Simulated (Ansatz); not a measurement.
The first iterations of a band of ClH2SSi (5 atoms, charge 0, multiplicity 2).

Computed with UKS B3LYP-D4/STO-3G in Ansatz.

| Item | Value |
| --- | --- |
| movable images | 9 |
| climbing image | yes |
| spring | 0.1 eV/Å² |
| optimiser | quadratic models (default) |
| start path | IDPP |
| force threshold | 0.05 eV/Å |
| iteration limit | 60 |
| end points | relaxed |

First end point:

```xyz
5
Properties=species:S:1:pos:R:3
S -1.476 0.178 -0.257
Si 0.659 0.116 -0.409
Cl 1.355 1.815 0.669
H -1.589 -1.165 -0.459
H 1.101 -1.016 0.414
```

Last end point:

```xyz
5
Properties=species:S:1:pos:R:3
S -1.282 -0.841 -0.056
Si 0.746 -0.239 -0.277
Cl 0.930 1.806 0.322
H -1.794 0.175 -0.804
H 1.450 -0.975 0.774
```

| iteration | highest image above the first end (eV) | largest band force component (eV/Å) |
| --- | --- | --- |
| 1 | 0.261 | 0.832 |
| 2 | 0.193 | 0.709 |

Task: Does the band converge within its limit, and where does its top end?

Result: It converged. It ended after 6 iterations with the highest image 0.124 eV above the first end. Another band between the same ends (9 images) ends at a top of the same energy, where a vibrational analysis finds 1 clearly imaginary mode. Limits of this set-up: minimal basis.

Run time: 84 s on 1 thread of Intel(R) Xeon(R) Platinum 8375C CPU @ 2.90GHz (Ice Lake) (shared host), peak memory 0.13 GiB.
